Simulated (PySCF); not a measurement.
```xyz
4
charge 0 multiplicity 2, angstrom
S     0.1211   -0.1602   -0.4290
O     1.1676    0.2444    0.5150
O    -1.3314    0.0320    0.2797
H    -1.2483    0.6849    0.9906
```

Method: PySCF, UPBE0, basis S def2-TZVP, O def2-TZVP, H def2-TZVP (no relativity, density fitting).

This geometry of SO(OH) is a stationary point at this level.

(1) What is the point group?

(2) Is it a minimum?

(3) List the harmonic modes with their infrared intensities.

(4) Give the atomic charges and bond orders.

(5) Give the ideal-gas entropy at 298.15 K and 1 bar by parts.

## Answers

(1) C1.

(2) Yes: all harmonic wavenumbers are real.

(3) 
```
symmetry  ω (cm⁻¹)  IR (km/mol)
       a       106          120
       a       407         32.3
       a       811          195
       a      1071         18.5
       a      1218          105
       a      3776          102
```

(4) 
```csv
atom,Mulliken,Löwdin,polar tensor,spin (Mulliken),Mayer order to S1
S1,0.48,0.44,0.93,0.60,–
O2,-0.40,-0.34,-0.53,0.33,1.84
O3,-0.41,-0.25,-0.68,0.07,1.06
H4,0.33,0.15,0.29,0.00,0.05
```
Other Mayer orders above 0.3: O–H 0.86.

(5) translation 160.9, rotation 93.6, vibration 19.2, spin 5.8; total 279.4 J/(mol K).

This need not be the most stable arrangement of these atoms.
